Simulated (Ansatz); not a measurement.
Species: SiO, charge 1, doublet. SiO+ (parent SMILES [O+]#[Si-], doublet).
B3LYP-D3(BJ)/def2-TZVP minimum from Ansatz (a quantum-chemistry and plane-wave program):
```
Si
O 1 1.5229
```
Charge +1, spin multiplicity 2.

Total energies in aug-cc-pV(D+d)Z, 9 correlated electrons, 6 frozen orbitals. Radicals and triplets start from unrestricted determinants; spin-orbit coupling is neglected. Correlated methods leave the cores frozen. No relativity. The UHF reference of OSi+ (parent SMILES [O+]#[Si-], doublet) is spin-contaminated (<S^2> up to 0.05 over the pure value in the sets run). The determinant of OSi+ (parent SMILES [O+]#[Si-], doublet) is a saddle point of the SCF energy; a lower one exists, which strains HF and MP2.

| method | program | energy (Eh) | minus CCSDTQ (mEh) |
|---|---|---|---|
| HF | Ansatz | -363.42596 | 276.26 |
| MP2 | Ansatz | -363.65662 | 45.60 |
| CCSD | Ansatz | -363.68684 | 15.38 |
| CCSD(T) | Ansatz | -363.69832 | 3.90 |
| CCSDT(Q) | Ansatz | -363.70297 | -0.76 |
| CCSDTQ | Ansatz | -363.70222 | 0.00 |

Rough core times of Ansatz's runs on a shared machine: CCSD(T) 40 s, CCSDT(Q) 2 min, CCSDTQ 60 min.
